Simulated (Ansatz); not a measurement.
Reaction (SMILES): O=C (CH2-O) → [CH-]=O + H+
B3LYP-D3(BJ)/def2-TZVP geometries, fixed; electronic energies without zero-point terms.

The deprotonation energy at CCSD(T) with Ansatz (an electronic-structure program), in kcal/mol, split into its Hartree-Fock and correlation parts. Cores are frozen. No added dispersion term, no relativity. Functions are those of the species that has most. These sets lack the diffuse functions that anions need.

```csv
basis,X,functions,Hartree-Fock,CCSD(T)
cc-pVDZ,2,38,420.60,422.37
cc-pVTZ,3,88,415.70,413.96
cc-pVQZ,4,170,412.98,409.43
```

Worked estimate of the basis-set limit from each neighbouring pair, with Hartree-Fock from the larger set and the correlation part extrapolated as X^-3.
Correlation parts: X = 2: 1.77, X = 3: -1.74, X = 4: -3.55.
- (2,3): (27·(-1.74) - 8·(1.77))/19 = -3.22; with Hartree-Fock 415.70 the estimate is 412.48 kcal/mol.
- (3,4): (64·(-3.55) - 27·(-1.74))/37 = -4.87; with Hartree-Fock 412.98 the estimate is 408.11 kcal/mol.
The last two estimates differ by 4.37 kcal/mol; the largest set lies 1.32 from the last. Over the last step Hartree-Fock moves by -2.72 and the correlation part by -1.81.
